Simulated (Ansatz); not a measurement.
Born–Oppenheimer molecular dynamics of FH3Si (5 atoms, charge 0, multiplicity 1). It starts from a relaxed structure.

Method: RKS B3LYP-D4/def2-TZVP (Ansatz).

```
ensemble                      : NVE (velocity Verlet)
time step                     : 0.5 fs
steps asked                   : 250
starting velocities drawn for : 500 K
seed                          : 477845
```

First frame:

```xyz
5
Properties=species:S:1:pos:R:3
Si 0.000 0.000 -0.017
F 0.000 0.000 1.589
H 1.403 0.000 -0.480
H -0.701 1.215 -0.480
H -0.701 -1.215 -0.480
```

Q: How far do the bonds stretch over the last three quarters of this one trajectory? (Pairs bonded in most of those frames.)

A: 
| bond | mean (Å) | spread (Å) | shortest | longest |
| --- | --- | --- | --- | --- |
| Si1–F2 | 1.608 | 0.015 | 1.58 | 1.63 |
| Si1–H3 | 1.479 | 0.007 | 1.47 | 1.49 |
| Si1–H4 | 1.481 | 0.025 | 1.44 | 1.52 |
| Si1–H5 | 1.483 | 0.054 | 1.40 | 1.57 |

Mean temperature of the second half: 257 K. The conserved energy stayed within 0.18 meV per atom of its start (net change 0.045 meV per atom), so the integration is sound. Over the second half the temperature averaged 0.51 of the 500 K drawn at the start: a run that starts near a minimum puts about half its kinetic energy into the potential. A run of 0.12 ps of so small a system gives no equilibrium averages.

Time of the run: 2.6 min on 2 threads of Intel(R) Xeon(R) Platinum 8375C CPU @ 2.90GHz (Ice Lake), on a shared host, peak memory 0.15 GiB.
